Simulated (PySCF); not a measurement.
# C2H2ClN3: the cost of one run

The runs use PySCF 2.14.0; levels as typed in each script, gas phase, geometry from GFN2-xTB.

## (1) The starting structure

8 atoms, charge 0, spin multiplicity 1.

Bond lengths: Cl1–C2 1.685 Å, C2–N3 1.309 Å, C2–N6 1.354 Å, N3–C4 1.351 Å, C4–N5 1.309 Å, C4–H7 1.069 Å, N5–N6 1.339 Å, N6–H8 1.008 Å. Angles: Cl1–C2–N3 127.2°, Cl1–C2–N6 122.7°, N3–C2–N6 110.2°, C2–N3–C4 103.2°, N3–C4–N5 114.2°, N3–C4–H7 122.5°, N5–C4–H7 123.3°, C4–N5–N6 103.8°, C2–N6–N5 108.6°, C2–N6–H8 129.8°, N5–N6–H8 121.6°.

Geometry (Å):

| atom | x (Å) | y (Å) | z (Å) |
| --- | --- | --- | --- |
| Cl1 | -1.9116 | -0.0338 | 0.0000 |
| C2 | -0.2272 | -0.0791 | 0.0000 |
| N3 | 0.5348 | -1.1432 | 0.0000 |
| C4 | 1.7836 | -0.6275 | 0.0000 |
| N5 | 1.8236 | 0.6806 | 0.0000 |
| N6 | 0.5336 | 1.0406 | 0.0000 |
| H7 | 2.6594 | -1.2411 | 0.0000 |
| H8 | 0.2557 | 2.0096 | 0.0000 |

## (2) Ring currents (B3LYP/def2-svpd)

Input file input.py:

```python
import numpy as np
from pyscf import gto, scf, dft
from pyscf.prop import nmr
from pyscf.data import nist

def solve(mol, dm0=None, hcore=None):
    mf = (dft.UKS if mol.spin else dft.RKS)(mol, xc='b3lyp')
    mf.grids.level = 3
    mf.conv_tol, mf.max_cycle = 1e-8, 80
    if hcore is not None:
        mf.get_hcore = lambda *args: hcore
    mf.kernel(dm0)
    if not mf.converged:
        mf = mf.newton().run(mf.mo_coeff, mf.mo_occ, max_cycle=30)
    assert mf.converged, 'SCF not converged'
    return mf

mol = gto.M(atom='''
Cl    -1.91157    -0.03382     0.00000
C     -0.22721    -0.07915     0.00000
N      0.53480    -1.14316     0.00000
C      1.78357    -0.62749     0.00000
N      1.82356     0.68062     0.00000
N      0.53356     1.04057     0.00000
H      2.65940    -1.24111     0.00000
H      0.25571     2.00964     0.00000
''', basis='def2-svpd', charge=0, spin=0, verbose=4)
mf = solve(mol)
vxc = nmr.rks.get_vxc_giao  # smaller grid blocks
nmr.rks.get_vxc_giao = lambda *a, **k: vxc(*a, **{**k, 'max_memory': 300})
calc = nmr.RKS(mf)
calc.cphf = True
nuclei = calc.kernel()
mo1 = calc.mo10
# ring centres and points 1 angstrom above and below them
points = np.array([
    [0.8897, -0.0257, 0.0000],
    [0.8897, -0.0257, 1.0000],
    [0.8897, -0.0257, -1.0000],
]) / nist.BOHR
mol.atom_coord = lambda i, unit='Bohr': points[i]
idx = range(len(points))
sigma = (calc.dia(shielding_nuc=idx) + calc.para(mo10=mo1, shielding_nuc=idx)[0]) * nist.ALPHA**2 * 1e6
for p, t in zip(points, sigma):
    print('NICS at %8.4f %8.4f %8.4f  %8.2f ppm' % (*(p * nist.BOHR), -t.trace() / 3))
occ = mf.mo_coeff[:, mf.mo_occ > 0]
dm1 = np.array([mf.mo_coeff @ (2 * x) @ occ.T for x in mo1])
np.savez('result.npz', sigma=sigma, nuclei=nuclei, dm0=mf.make_rdm1(), dm1=dm1, e=mf.e_tot, eps=mf.mo_energy, occ=mf.mo_occ)
```

Launch:

```
OMP_NUM_THREADS=1 python input.py
```

**Question.** How long does this run take on 1 thread of Arm Neoverse V2, shared host, and how much memory does it need?

About 35 s, with a peak of 0.96 GiB.
